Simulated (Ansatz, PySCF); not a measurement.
Molecule: C$_{3}$H$_{5}$, charge 0, multiplicity 2. It need not be the lowest isomer of its formula. 
Coordinates optimised at B3LYP-D3(BJ)/def2-TZVP (Ansatz, a program for electronic structure):
```xyz
8

C      1.3359     0.1766     0.0081
C      0.0582     0.4385    -0.0081
H      2.2670     0.7199     0.0055
H     -0.2541     1.4885    -0.0315
C     -1.0550    -0.5714     0.0021
H     -0.6648    -1.5877     0.0255
H     -1.6988    -0.4243     0.8731
H     -1.6836    -0.4589    -0.8851
```
Charge 0, spin multiplicity 2.
Markedly spin-contaminated UHF reference, which strains HF, MP2 and, less, CCSD(T): [CH]=CC.

Quantity: enthalpy of formation at 298 K (from the atomisation energy, B3LYP-D3(BJ)/def2-TZVP harmonic zero-point and thermal terms from PySCF, and the atoms' enthalpies of formation in the G2/97 table; no spin-orbit terms, and no core term in the frozen-core levels), in kcal/mol. Correlated levels leave the core frozen unless marked. UHF or UKS for open shells. Spin-orbit coupling is left out. No relativistic terms. The coupled-cluster limit lacks core correlation, which all-electron functionals hold. CBS(X,Y): correlation extrapolated as X^-3; Hartree-Fock from the larger set. The bracket is a focal-point correction in the basis named.

```json
[
 {"level": "HF/aug-cc-pVDZ", "program": "Ansatz", "enthalpy of formation at 298 K (kcal/mol)": "252.4"},
 {"level": "HF/cc-pVTZ", "program": "Ansatz", "enthalpy of formation at 298 K (kcal/mol)": "243.2"}
]
```

Q: Estimate the value at RI-MP2/CBS(cc-pVTZ,cc-pVQZ)+[CCSD(T)-MP2]/cc-pVTZ as computed with Ansatz.

A: 66.3 kcal/mol, so HF/cc-pVTZ differs from it by 176.9 kcal/mol.
